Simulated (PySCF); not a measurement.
Calculation: PySCF with TPSSh-D3(BJ)/def2-TZVP // PBE0-D3(BJ)/def2-TZVP. All species are isolated molecules in the gas phase. Excitations are Tamm–Dancoff values on a coarser integration grid. The basis has no diffuse functions, so Rydberg states are missing or too high.

Reference species (SMILES): `[Si](S)(F)(F)F` (neutral, multiplicity 1).

- HOMO–LUMO gap: 7.32 eV
- S1 oscillator strength: 0.000
- S1 excitation (TDA): 6.62 eV

Changed species: `F[Si](F)(F)F` (0 of 4 F replaced by SH; the reference has 1 of 4 F replaced by SH).

Problem. Predict the effect on the HOMO–LUMO gap, S1 oscillator strength and S1 excitation (TDA).

Solution. the HOMO–LUMO gap rises by 4.40 eV, to 11.72 eV; the S1 oscillator strength stays essentially unchanged; the S1 excitation (TDA) goes up by 4.40 eV, to 11.02 eV.
